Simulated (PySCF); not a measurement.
Molecule: SMILES c1cc[pH]c1, C₄H₅P.

Structure with atom numbers: `[cH:1]1[cH:2][cH:3][pH:4][cH:5]1`. Hydrogens are named by the atom that carries them.

Geometry PBE0-D3(BJ)/def2-SVP throughout; GIAO in PySCF 2.14.0 with density-fitted response routines, gas phase, one conformer, non-relativistic; equivalent atoms averaged; basis pcSseg-2.

**Question.** How do the shifts δ (against TMS, H3PO4 at the same level) depend on the functional? (ppm; last column core-seconds on 1 thread of an Arm Neoverse V2, shared host)

**Answer.** 
```csv
functional,kind,C1/C2,C3/C5,P4,H(C1)/H(C2),H(C3)/H(C5),H(P4),core-s
WP04,global hybrid,149.8,144.4,-31.9,7.09,6.75,4.91,19
B97-2,global hybrid,147.1,140.7,-62.3,7.45,7.08,5.38,19
BHandHLYP,global hybrid,151.3,146.4,-58.1,7.39,7.10,5.20,18
CAM-B3LYP,range-separated hybrid,153.1,148.5,-60.1,7.43,7.16,5.34,26
wB97X-D,range-separated hybrid,152.1,146.4,-65.8,7.45,7.18,5.36,24
LC-wPBE,range-separated hybrid,156.7,152.0,-73.9,7.47,7.31,5.29,34
```

**Question.** Which nucleus moves most, in ppm?

**Answer.** P4 (ring phosphorus): from -73.9 ppm with LC-wPBE to -31.9 ppm with WP04. The smallest spread is 0.38 ppm, at H(C1)/H(C2). Proton shifts span only some 12 ppm, so a few tenths of a ppm matter as much there as several ppm in carbon.
